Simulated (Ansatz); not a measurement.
Rutile TiO₂ was calculated with HSE06 in Ansatz (PAW).

Settings: plane-wave cutoff 460 eV, 6×6×8 k mesh (along the axes of the cell as run), Fermi–Dirac smearing 0.01 eV, no spin polarisation, scalar-relativistic PAW data made under PBE.

Cell (measured lattice):

```yaml
crystal:
  lattice:
    - [4.59400, 0.00000, 0.00000]
    - [0.00000, 4.59400, 0.00000]
    - [0.00000, 0.00000, 2.95800]
  atoms:
    - { symbol: Ti, position: [0.00000, 0.00000, 0.00000] }
    - { symbol: Ti, position: [0.50000, 0.50000, 0.50000] }
    - { symbol: O, position: [0.30510, 0.30510, 0.00000] }
    - { symbol: O, position: [0.80510, 0.19490, 0.50000] }
    - { symbol: O, position: [0.19490, 0.80510, 0.50000] }
    - { symbol: O, position: [0.69490, 0.69490, 0.00000] }
```

### Question
Give the computed band gap.

### Answer

band gap: 3.40 eV (on the SCF k mesh) (direct)

Note: cell and atoms aren't relaxed at this level (largest force component 0.06 eV/Å, pressure -2.8 GPa).

Ansatz is an electronic-structure program.
